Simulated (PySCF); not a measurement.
## How exact exchange moves a shielding

Molecule: SMILES N1[C@@H](C2CC2)C1, C5H9N.

Structure with atom numbers: `[CH2:1]1[CH2:2][CH:3]1[C@H:4]1[CH2:5][NH:6]1`. Each H is labelled by its parent atom. Ha(C5) is cis to C3 on the ring; Ha(C1), Ha(C2) are cis to C4 on the ring; Hb(C5) is trans to C3 on the ring; Hb(C1), Hb(C2) are trans to C4 on the ring.

GIAO shieldings (ppm, equivalent atoms averaged) in PySCF on the PBE0-D3(BJ)/def2-SVP geometry, basis pcSseg-1, gas phase, non-relativistic:

| functional | exact exchange (%) | σ(C4) | σ(C5) | σ(C3) | σ(C2) |
| --- | --- | --- | --- | --- | --- |
| BLYP | 0 | 137.3 | 148.2 | 155.1 | 169.2 |
| BP86 | 0 | 142.3 | 152.8 | 159.9 | 173.4 |
| PBE | 0 | 142.7 | 153.2 | 160.2 | 173.8 |
| B3LYP | 20 | 143.4 | 153.5 | 160.8 | 173.9 |
| PBE0 | 25 | 149.7 | 159.1 | 166.7 | 179.0 |
| BHandHLYP | 50 | 151.3 | 160.2 | 168.2 | 179.9 |
| HF | 100 | 163.6 | 170.6 | 179.6 | 189.0 |

Q: Fit each shielding as a line in the percentage of exact exchange.

A: σ(C4) = 140.9 + 0.23 x (rms 2.2 ppm); σ(C5) = 151.5 + 0.19 x (rms 2.0 ppm); σ(C3) = 158.5 + 0.21 x (rms 2.0 ppm); σ(C2) = 172.2 + 0.17 x (rms 1.8 ppm). The functionals also differ in their semilocal parts, which the line can't hold; Hartree–Fock has no correlation at all.

Q: What does the line predict for mPW1PW91 (25 %), and what does the run give?

A: σ(C4): 146.7 predicted, 148.9 computed; σ(C5): 156.2 predicted, 158.2 computed; σ(C3): 163.8 predicted, 166.0 computed; σ(C2): 176.4 predicted, 178.0 computed ppm.
